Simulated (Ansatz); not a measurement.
Cost and result for the atomization energy of C3H6O2, SMILES `O=CCCO` (11 atoms, 10 bonds).

```xyz
11

O    -0.049   -0.364    2.573
C    -0.341   -0.507    1.419
C     0.630   -0.423    0.274
C     0.003    0.184   -0.958
O    -0.351    1.513   -0.637
H    -1.388   -0.745    1.124
H     1.513    0.134    0.593
H     0.944   -1.450    0.045
H    -0.883   -0.401   -1.247
H     0.712    0.148   -1.795
H    -0.790    1.912   -1.392
```

Total charge 0; spin multiplicity 1. The geometry is a stationary point of PBE0-D4/def2-TZVP. It is one conformer, not always the lowest. Program: Ansatz. All runs use 4 threads of an Arm Neoverse V2 on a shared host. Times are those of one run each, without the atoms' runs, and a repeat can differ threefold. Electronic energies, without spin–orbit coupling; frozen cores. CCSD(T)/CBS adds CCSD(T) − MP2 in def2-TZVPP to the MP2 limit, and its time is that of the two runs behind it. T1 = 0.013. B3LYP takes the VWN-RPA correlation (the form of Gaussian; ORCA's B3LYP/G).

CCSD(T)/CBS is a level of theory with its own doubt, some kJ/mol a heavy atom from the limit and from the frozen cores, so smaller differences don't rank the functionals.

```
                             level  functions  wall time
   PBE-D4/def2-TZVPP (with forces)        239      1.9 s
                PBE0-D4/def2-TZVPP        239      1.9 s
 B3LYP-D4/def2-TZVPP (with forces)        239      3.2 s
r2SCAN-D4/def2-TZVPP (with forces)        239      3.6 s
                 B2PLYP/def2-TZVPP        239      4.3 s
                ωB97X-V/def2-TZVPP        239      5.5 s
  ωB97M-V/def2-TZVPP (with forces)        239        8 s
                    MP2/def2-QZVPP        465       19 s
                CCSD(T)/def2-TZVPP        239    2.1 min
                 CCSD(T)/CBS(def2)          –    2.4 min
```

Q: What atomization energy does each give, and how far from CCSD(T)/CBS? (An estimate is asked.)

A: The calculation gave: 
```
                             level  atomization (kcal/mol)  difference from CCSD(T)/CBS  per bond
   PBE-D4/def2-TZVPP (with forces)                  1099.8                         31.7       3.2
                PBE0-D4/def2-TZVPP                  1072.5                          4.4       0.4
 B3LYP-D4/def2-TZVPP (with forces)                  1067.0                         -1.1      -0.1
r2SCAN-D4/def2-TZVPP (with forces)                  1070.5                          2.4       0.2
                 B2PLYP/def2-TZVPP                  1058.0                        -10.1      -1.0
                ωB97X-V/def2-TZVPP                  1069.0                          0.9       0.1
  ωB97M-V/def2-TZVPP (with forces)                  1071.0                          2.9       0.3
                    MP2/def2-QZVPP                  1080.4                         12.3       1.2
                CCSD(T)/def2-TZVPP                  1040.8                        -27.3      -2.7
                 CCSD(T)/CBS(def2)                  1068.1                          0.0       0.0
```

From PBE to PBE0 (25 % exact exchange), in def2-TZVPP and without D4, the atomization energy moves by −26.6 kcal/mol: exact exchange takes away binding that semilocal exchange gives to molecules. In def2-TZVPP, CCSD(T) changes the Hartree–Fock value by +282.5 kcal/mol (the triples alone add +17.6 kcal/mol) and MP2 by +306.0 kcal/mol; breaking electron pairs costs correlation energy, which Hartree–Fock lacks. The D4 term adds +6.4 kcal/mol with B3LYP and +3.4 kcal/mol with PBE0; it sums over pairs of atoms, weighted by their polarisabilities, and B3LYP, whose exchange is more repulsive, gets the larger term.
